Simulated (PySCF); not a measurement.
**Stretching Cl₂⁺**

Set-up: Cl def2-TZVP; no relativity (PySCF 2.14). Energies in eV from Cl⁺ + Cl in their ground configurations at the same level. State: doublet, unpaired electrons π ↑.

All columns are PBE0.

```
R (Å)  E (eV)  HOMO (eV)  LUMO (eV)  Mayer bond order  ⟨S²⟩
1.625  -2.658     -15.80     -13.17              1.77  0.76
1.701  -3.546     -16.04     -13.44              1.72  0.76
1.777  -4.023     -16.26     -13.68              1.67  0.76
1.833  -4.186     -16.41     -13.84              1.65  0.76
1.890  -4.226     -16.54     -13.99              1.62  0.76
1.947  -4.174     -16.65     -14.13              1.60  0.75
2.022  -4.000     -16.79     -14.28              1.58  0.75
2.117  -3.672     -16.93     -14.45              1.56  0.75
2.230  -3.189     -17.05     -14.61              1.54  0.75
2.381  -2.493     -17.17     -14.77              1.52  0.75
```

The state is the lowest determinant that a PBE0 search found; another state may lie lower at other levels.
